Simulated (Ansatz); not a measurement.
CH$_{2}$B (SMILES [B]=C), doublet: a relaxation.

The input file, in.yaml:

```yaml
crystal:
  periodic: [false, false, false]
  atoms:
    - {symbol: B, position_ang: [0.166284, -1.103726, 0.918604]}
    - {symbol: C, position_ang: [-0.020724, 0.054090, -0.065412]}
    - {symbol: H, position_ang: [0.620774, 1.080392, -0.099050]}
    - {symbol: H, position_ang: [-0.663688, 0.063146, -0.823812]}
basis:
  gaussian: {orbitals: def2-SVP}
magnetization: {spin_polarized: true, initial_magnetization: 1}
hamiltonian: {xc: lda}
relax: {f_tol: 0.002, max_steps: 80, max_displacement: 0.5}
```

Launched with

```bash
ansatz run in.yaml --threads 2 --pin off --events-out ev --progress --plain --max-ram 3481MiB
```

The run's output (Ansatz 0.2.0):

```
Functional definition: SPW92
  name "SPW92"
  cite "Dirac, Proc. Camb. Phil. Soc. 26, 376 (1930) doi:10.1017/S0305004100016108"
  cite "Slater, Phys. Rev. 81, 385 (1951) doi:10.1103/PhysRev.81.385"
  cite "Perdew & Wang, Phys. Rev. B 45, 13244 (1992) doi:10.1103/PhysRevB.45.13244"
  exchange = slater_x
  correlation = pw_c
428 factors; their error is unknown
mean field evaluation 1: about -1710.5763 eV, gradient 4.4e1 eV
mean field evaluation 2: about -1631.7601 eV, gradient 1.0e2 eV
mean field evaluation 4: about -1719.6953 eV, gradient 1.3e1 eV
mean field evaluation 8: about -1721.0462 eV, gradient 2.0e-1 eV
mean field evaluation 16: about -1721.0313 eV, gradient 1.2e-3 eV
mean field evaluation 32: about -1721.0066 eV, gradient 1.2e0 eV
mean field -1721.03128762 eV, -63.2467332632 hartree, gradient 8.2e-6 eV, S^2 0.767039; 4 other end points of the search recorded, 0 dependent functions left out
the calculation of the forces begins
reference -1721.03131120 eV, -63.2467341297 hartree; 7, 6 occupied and 31, 32 virtual orbitals, 428 factors
relax step   1: F+E_penalty+E_count = -1721.03128762 eV  Δ(F+E_penalty+E_count) = +0.000e0 eV  max|allowed force component| = 6.382e0 eV/Å  Δτ_max = 0.0000 Å  (87 SCF iters, accepted)
relax step   2: F+E_penalty+E_count = -1721.82427920 eV  Δ(F+E_penalty+E_count) = -7.930e-1 eV  max|allowed force component| = 1.268e0 eV/Å  Δτ_max = 0.1191 Å  (31 SCF iters, accepted)
relax step   3: F+E_penalty+E_count = -1721.75770273 eV  Δ(F+E_penalty+E_count) = +6.658e-2 eV  max|allowed force component| = 9.195e-1 eV/Å  Δτ_max = 0.2072 Å  (35 SCF iters, rejected (line search))
relax step   4: F+E_penalty+E_count = -1721.86324119 eV  Δ(F+E_penalty+E_count) = -3.896e-2 eV  max|allowed force component| = 7.386e-1 eV/Å  Δτ_max = 0.0384 Å  (30 SCF iters, accepted)
relax step   5: F+E_penalty+E_count = -1721.86670144 eV  Δ(F+E_penalty+E_count) = -3.460e-3 eV  max|allowed force component| = 5.765e-1 eV/Å  Δτ_max = 0.0272 Å  (29 SCF iters, accepted)
relax step   6: F+E_penalty+E_count = -1721.87161642 eV  Δ(F+E_penalty+E_count) = -4.915e-3 eV  max|allowed force component| = 8.048e-3 eV/Å  Δτ_max = 0.0120 Å  (29 SCF iters, accepted)
relax step   7: F+E_penalty+E_count = -1721.87161233 eV  Δ(F+E_penalty+E_count) = +4.084e-6 eV  max|allowed force component| = 1.911e-2 eV/Å  Δτ_max = 0.0007 Å  (19 SCF iters, rejected (line search))
relax step   8: F+E_penalty+E_count = -1721.87161889 eV  Δ(F+E_penalty+E_count) = -2.469e-6 eV  max|allowed force component| = 2.006e-3 eV/Å  Δτ_max = 0.0003 Å  (19 SCF iters, accepted)
relax step   9: F+E_penalty+E_count = -1721.87161968 eV  Δ(F+E_penalty+E_count) = -7.923e-7 eV  max|allowed force component| = 6.389e-5 eV/Å  Δτ_max = 0.0005 Å  (19 SCF iters, accepted)
Total energy: -1721.87164334 eV, -63.2776157661 hartree
Atom 0 at     0.183657    -0.971096     0.853305 Å, force     0.000019     0.000058    -0.000017 eV/Å
Atom 1 at     0.018600     0.068021    -0.056397 Å, force    -0.000017    -0.000012    -0.000025 eV/Å
Atom 2 at     0.637501     0.982823    -0.004848 Å, force    -0.000025    -0.000064     0.000023 eV/Å
Atom 3 at    -0.737113     0.014154    -0.861730 Å, force     0.000022     0.000018     0.000019 eV/Å
Dipole moment:    -0.005359     0.033688    -0.029502 e Å

[the SCF lines of later steps are left out]
```

The lines “mean field evaluation” count trial sets of orbitals through the whole run, from several starts and some on an approximate energy, so they need not fall steadily or lie above the final value.

The run took about 2.9 s on 2 CPU threads of an Intel Xeon Platinum 8375C (shared host).
